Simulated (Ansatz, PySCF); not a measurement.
This Ansatz (an electronic-structure program) input computes a PBE0/def2-TZVPD energy:

Ansatz 0.2 input:
```yaml
crystal:
  periodic: [false, false, false]
  atoms:
    - {symbol: C, position_ang: [-0.25707630, 0.17154252, -0.00050422]}
    - {symbol: O, position_ang: [0.25831869, 1.29780427, -0.01294596]}
    - {symbol: O, position_ang: [-1.33002752, -0.37085156, 0.00890574]}
    - {symbol: C, position_ang: [1.05465506, -0.86855523, 0.00357654]}
    - {symbol: H, position_ang: [1.99464496, -0.33387121, -0.00521180]}
    - {symbol: H, position_ang: [0.90052178, -1.44156834, 0.91320689]}
    - {symbol: H, position_ang: [0.89303133, -1.45810589, -0.89410728]}
basis:
  gaussian:
    orbitals: def2-TZVPD
hamiltonian:
  xc: {name: PBE0}
magnetization: {spin_polarized: true, initial_magnetization: 1}
output: {forces: true}
```

**Question.** Write an input for the same energy in PySCF and say what it gives.

**Answer.** 
```python
from pyscf import gto, scf, dft

mol = gto.M(
    atom='''
    C    -0.25707630    0.17154252   -0.00050422
    O     0.25831869    1.29780427   -0.01294596
    O    -1.33002752   -0.37085156    0.00890574
    C     1.05465506   -0.86855523    0.00357654
    H     1.99464496   -0.33387121   -0.00521180
    H     0.90052178   -1.44156834    0.91320689
    H     0.89303133   -1.45810589   -0.89410728
    ''',
    basis='def2-tzvpd',
    charge=0,
    spin=1,
    verbose=4,
)

mf = dft.UKS(mol, xc='pbe0').density_fit(auxbasis='def2-universal-jkfit')
mf.grids.level = 3
mf.conv_tol = 1e-9
mf.max_cycle = 100
mf.max_memory = 1500
mf.kernel()
if not mf.converged:
    mf = mf.newton()
    mf.kernel(mf.make_rdm1())
for _ in range(2):
    mo, _, stable, _ = mf.stability(return_status=True)
    if stable:
        break
    mf.kernel(mf.make_rdm1(mo, mf.mo_occ))
mf.analyze()
```
It gives -228.24576 Eh, and Ansatz -228.24572 Eh, a difference of 0.04 mEh, from the treatment of integrals and grids.

It need not be the lowest isomer of its formula.
